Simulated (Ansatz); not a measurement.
# Li₂: up Jacob's ladder to CCSD(T)

How much do the methods differ for Li₂? The plan is to run it at one geometry with functionals of several rungs and with coupled cluster. The yardstick is the atomisation energy at the CCSD(T) limit.

Method: functionals in def2-TZVPP, the program's frozen cores in correlated methods; program: Ansatz 0.2.0, Gaussian basis.

The runs, in order: LDA (SPW92), B97M-V, LC-ωPBE, ωB97X-V, ωB97M-V, B2PLYP, PBE-QIDH; CCSD(T)/def2-SVP; CCSD(T)/def2-TZVPP; CCSD(T)/def2-QZVPP; extrapolation to the limit; RPA on PBE.

23 further runs of the same task are left out: 21 for a known fault of the program, 2 set aside as unsound or not needed.

## (1) Structure used throughout

An earlier PBE0-D4 in a triple-zeta def2 set relaxation fixed the geometry.

2 atoms, charge 0, spin multiplicity 1.

Atoms are counted from 1 here; the program's logs count them from 0.

Bond lengths: Li1–Li2 2.741 Å.

As a file:

```xyz
2

Li    0.00000    0.00000   -0.03401
Li    0.00000    0.00000    2.70690
```

## (2) LDA

This LDA is Slater exchange with PW92 correlation.

in.yaml reads:

```yaml
crystal:
  periodic: [false, false, false]
  atoms:
    - {symbol: Li, position_ang: [0.000000, 0.000000, -0.034005]}
    - {symbol: Li, position_ang: [-0.000000, -0.000000, 2.706905]}
basis:
  gaussian: {orbitals: def2-TZVPP}
hamiltonian: {xc: lda}
output: {orbitals: {seedname: orbitals}}
```

Started as:

```console
$ ansatz run in.yaml --threads 2 --pin off --events-out ev --progress --plain --max-ram 20480MiB --backend cpu
```

After this run come: B97M-V (meta-GGA); LC-ωPBE (range-separated); ωB97X-V (range-separated); ωB97M-V (range-separated); B2PLYP (double hybrid); PBE-QIDH (double hybrid); CCSD(T) in def2-SVP; CCSD(T) in def2-TZVPP; CCSD(T) in def2-QZVPP; RPA on PBE orbitals.

Before running them: what should the planned runs give, taken together? Wanted: atomisation energy, CCSD(T)/CBS; farthest beyond LDA; mean size of error, range-separated; mean size of error, double hybrid; gap, smallest and largest; T1 diagnostic; triples share of the correlation energy.

**Answer**, as computed:

```
                               quantity                                      value
        atomisation energy, CCSD(T)/CBS                              25.6 kcal/mol
functionals within 0.1 kcal/mol (0.5 %)  none; nearest LDA (SPW92) (-2.1 kcal/mol)
                    farthest beyond LDA                    LC-ωPBE (-7.4 kcal/mol)
    mean size of error, range-separated                               5.0 kcal/mol
      mean size of error, double hybrid                               6.4 kcal/mol
              gap, smallest and largest        1.28 eV (B97M-V), 5.47 eV (LC-ωPBE)
                          T1 diagnostic                                     0.0070
triples share of the correlation energy                                      0.4 %
```

The LDA atomisation energy is off by 2.1 kcal/mol (8 %): it underbinds. Double hybrids carry the basis error of their MP2 part in triple zeta, and no dispersion term here, so their miss is partly the set-up's. Misses under about 0.1 kcal/mol are within the doubt on the reference itself, which lacks core-valence correlation, relativity and higher excitations. Hartree-Fock recovers 14 % of the binding; the rest is correlation. CCSD(T) in def2-SVP is off by -5.7 kcal/mol, so the small basis spoils what the method gains. The restricted reference is unstable towards a spin-broken one. Correlated methods include outer-core shells of Li, which these sets cover unevenly.
